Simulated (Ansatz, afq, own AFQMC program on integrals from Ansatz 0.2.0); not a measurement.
AFQMC on a folder of integrals that Ansatz 0.2.0 wrote.

```yaml
crystal:
  periodic: [false, false, false]
  atoms:
    - {symbol: Sb, position_ang: [0.000000, -0.017763, 0.002053]}
    - {symbol: H, position_ang: [0.000000, 0.948301, 0.979087]}
    - {symbol: H, position_ang: [0.000000, 1.197537, -1.227047]}
basis:
  gaussian: {orbitals: def2-SVPD}
total_charge: -1
magnetization: {spin_polarized: false}
correlation: {method: ccsd_t, electrons: outside_noble_gas, hamiltonian_folder: ham}
```

```sh
$ ansatz run in.yaml --threads 1 --pin off --events-out ev --progress --plain --max-ram 1382MiB
```

Options of the walk:

```
--method phaseless --trial cisd --walkers 60 --populations 1 --least-time 40 --time-step 0.005 --steps-per-block 50 --equilibration-blocks 28 --max-blocks 300 --target-error 0.00034 --factor-cut 1e-05 --seed 9469 --release-times 0.24,0.51,0.99,1.62,2.4 --release-step 0.03 --release-every 4 --taylor-order 6
```

Times are imaginary, in 1/Eh. The walk had a cap of 512 s. Filled inner d shells are frozen with the cores. Core potentials past Kr, no spin–orbit coupling.

Output of the walk:

```
orbitals 39  electrons 4 4  factors 323 of 573
reference energy -240.34484490 Eh
CCSD correlation -0.13770806 Eh in 10 cycles, weight of the determinant in the CISD state 0.9050
energy of the start -240.482553 Eh
 block  time / (1/Eh)  mean weight  energy / Eh
     1     0.250  1.0001  -240.481409
     2     0.500  0.9978  -240.481926
     3     0.750  0.9995  -240.481976
     4     1.000  0.9990  -240.482923
     5     1.250  1.0007  -240.483753
     7     1.750  0.9995  -240.485737
     9     2.250  1.0000  -240.488330
    13     3.250  1.0002  -240.486512
    21     5.250  0.9994  -240.485042
    29     7.250  0.9998  -240.485100
    37     9.250  1.0004  -240.485393
    45    11.250  0.9984  -240.488208
    53    13.250  0.9999  -240.486124
    61    15.250  0.9999  -240.488851
    69    17.250  1.0017  -240.484630
    77    19.250  1.0002  -240.485264
    81    20.250  0.9999  -240.490869
    85    21.250  1.0001  -240.489782
    93    23.250  0.9994  -240.487969
   101    25.250  1.0004  -240.486087
   109    27.250  1.0017  -240.485683
   117    29.250  1.0014  -240.487888
   125    31.250  0.9994  -240.489532
   133    33.250  0.9992  -240.484589
   141    35.250  0.9996  -240.485980
   149    37.250  1.0008  -240.484390
   157    39.250  1.0009  -240.483799
   165    41.250  0.9988  -240.489809
   173    43.250  1.0021  -240.485011
   181    45.250  1.0000  -240.484964
   185    46.250  1.0009  -240.484726
blocks merged  error / Eh  count
     1  0.000129  160
     2  0.000170  80
     4  0.000215  40
     8  0.000223  20
    16  0.000271  10
released: time / (1/Eh)  energy / Eh  error  mean overlap
  0.24  -240.486972  0.000202  0.9933
  0.51  -240.487172  0.000198  0.9914
  0.99  -240.486753  0.000163  1.0144
  1.62  -240.486788  0.000262  1.0340
  2.40  -240.486986  0.000236  1.0398
energy -240.486580 +/- 0.000223 Eh
(rows thinned)
```

The run passed its tests (sampling time, drift between the halves within three errors, error under three times the target), which doesn't prove that it has relaxed.

Against this walk (error 6.1 meV) on the same determinant: CCSD(T) 3.4 meV higher (within the noise), CCSDT(Q) 19.5 meV lower. The error is statistical and leaves out the bias of the constraint. Released to 2.40 1/Eh the energy moves by -11 ± 9 meV (both errors), within twice the noise.

Cautions: constraint bias not in the error; no spin-orbit coupling; inner d shell frozen.

The walk took 90 s on 1 thread of Intel(R) Xeon(R) 6975P-C (Granite Rapids), with other jobs on the host. The log's last line is the phaseless energy.

CCSDT and higher add their correlation energy to the determinant of the CCSD(T) run, since their own runs factorise the integrals more tightly (a shift of under 2 meV). A walk keeps the symmetry of its determinant, which the program's search chose and which needn't be the lowest solution, so a lower state of the same spin and another symmetry isn't excluded.
